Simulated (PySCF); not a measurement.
**Oxygen: a sound run and one with changed settings**

Sound run: O [He] 2s2 2p4, O⁺ [He] 2s2 2p3. Calculation: PySCF 2.14, in def2-SVP (3s2p1d, 14 functions); the non-relativistic Hamiltonian (point nucleus). The sound run starts from symmetry-adapted Hartree-Fock orbitals and uses a fine grid where one is needed.

Changed run: initial guess atom, at most 5 SCF cycles. This setting is unsound on purpose.

| species | method | sound run (hartree) | changed run (hartree) | converged |
| --- | --- | --- | --- | --- |
| O | UHF | -74.72010 | -74.72010 | no |
| O | M06-L | -74.99369 | -74.99369 | no |
| O | TPSS | -75.01076 | -75.01076 | no |
| O⁺ | UHF | -74.27607 | -74.27607 | no |
| O⁺ | M06-L | -74.48301 | -74.48301 | no |
| O⁺ | TPSS | -74.49977 | -74.49977 | yes |

The SCF was stopped early; the energies are upper bounds that still move, and correlated levels were skipped or rest on poor orbitals.
